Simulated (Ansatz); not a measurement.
Heat of formation of C2H3N (isocyanomethane) from total energies

C2H3N has 6 atoms, charge 0, and is taken as a singlet. SMILES: `[C-]#[N+]C`. Geometry: relaxed at PBE0-D4/def2-TZVP.

Total energies at PBE/def2-SVPD (Ansatz 0.2.0); the atoms run unrestricted:

```
species    state  energy (Eh)
  C2H3N  singlet  -132.452887
      C  triplet   -37.752188
      N  quartet   -54.467748
      H  doublet    -0.498629
```

Harmonic wavenumbers at PBE0-D4/def2-TZVP, in cm⁻¹: 287, 287, 988, 1142, 1142, 1448, 1483, 1483, 2269, 3066, 3146, 3146.

Measured heats of formation of the gaseous atoms at 298.15 K, in kJ/mol: C 716.9, N 472.4, H 218.0. Take 1 Eh = 2625.50 kJ/mol, 1 cm⁻¹ = 0.0119627 kJ/mol, RT = 2.479 kJ/mol.

**Question.** What heat of formation follows?

**Answer.** 
1. Electronic atomisation energy: 2 × (-37.752188) + (-54.467748) + 3 × (-0.498629) − (-132.452887) = 0.984876 Eh = 2585.8 kJ/mol.
2. Zero-point energy: half the sum of the wavenumbers, 9943.5 cm⁻¹ = 119.0 kJ/mol.
3. Thermal vibrational enthalpy, Σ hcν̃/(exp(hcν̃/kT) − 1): 2.5 kJ/mol. Translation, rotation and pV of a non-linear molecule: 4 RT = 9.9 kJ/mol.
4. The 6 free atoms carry 5/2 RT each: 37.2 kJ/mol.
5. Atomisation enthalpy at 298 K: 2585.8 − 119.0 − 2.5 − 9.9 + 37.2 = 2491.6 kJ/mol.
6. Sum of the atoms' heats of formation: 2560.2 kJ/mol. Heat of formation: 2560.2 − 2491.6 = +68.6 kJ/mol.

The tabulated value is +163.5 kJ/mol (CRC Handbook of Chemistry and Physics; in doubt: it may belong to another isomer, state or phase), so this level is off by -94.9 kJ/mol, or 4.0 % of the atomisation enthalpy that the table implies (2396.7 kJ/mol). Gradient-corrected functionals often overbind somewhat. Anharmonicity and any spin-orbit splitting of the molecule are left out.
